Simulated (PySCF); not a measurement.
H3Si, SMILES [SiH3], multiplicity 2. Atoms are numbered in the order given.

```xyz
4

Si     0.0000     0.0000     0.0803
H     -1.2222     0.7057    -0.3746
H      1.2222     0.7057    -0.3746
H      0.0000    -1.4113    -0.3746
```
Charge 0, spin multiplicity 2.

Geometry: B3LYP-D3(BJ)/def2-TZVPD. The isomer is the one that the SMILES or the coordinates give; other isomers of the formula were not compared.

The numbers are results of PySCF with B3LYP/pcH-1, not measurements.

Unrestricted Kohn–Sham, ⟨S²⟩ = 0.751. Hyperfine tensors hold the contact and dipolar terms, without spin-orbit corrections.

Computed hyperfine couplings:
```csv
nucleus,A(iso) (MHz),A(iso) (G),dipolar principal values (MHz)
29Si no. 1,-485.6,-173.3,"-178.0, 89.0, 89.0"
1H no. 2,32.1,11.5,"-9.8, 1.3, 8.5"
1H no. 3,32.1,11.5,"-9.8, 1.3, 8.5"
1H no. 4,32.1,11.5,"-9.8, 1.3, 8.5"
```

**Question.** And the g tensor (effective nuclear charges for spin-orbit coupling, GIAO)? (The exact figures need the calculation; the answer reports its results.)

**Answer.** principal values 2.0022, 2.0050, 2.0050; isotropic 2.0041.
